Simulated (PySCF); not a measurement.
**Spin-orbit coupling and the first ionisation energy along the halogens**

Two-component X2C-1e calculated with PySCF 2.14: MP2 on generalised Hartree-Fock spinors (GMP2), with spin-orbit coupling off and on (screened by Boettger's factors); no Breit or QED terms. Values in eV; the references (NIST) lie between the lowest levels. Elements whose determinants are no pure J levels are left out.

```tsv
element	configurations	spin-free	with spin-orbit	shift	reference
F (x2c-QZVPPall-2c, 1s2 frozen)	[He] 2s2 2p5 → [He] 2s2 2p4	17.339	17.336	-0.003	17.423
Cl (x2c-QZVPPall-2c, [Ne] frozen)	[Ne] 3s2 3p5 → [Ne] 3s2 3p4	12.821	12.814	-0.008	12.968
Br (x2c-QZVPPall-2c, [Ne] frozen)	[Ar] 3d10 4s2 4p5 → [Ar] 3d10 4s2 4p4	11.726	11.669	-0.056	11.814
I (x2c-QZVPPall-2c, [Ar] 3d10 frozen)	[Kr] 4d10 5s2 5p5 → [Kr] 4d10 5s2 5p4	10.487	10.319	-0.168	10.451
```

The largest shift is at I, -0.168 eV, where spin-orbit coupling lowers the species with fewer electrons by more than the one with more (starting occupations 5p1/2^2 5p3/2^3 and 5p1/2^2 5p3/2^2).

What remains against the references is mostly the basis and correlation beyond MP2.
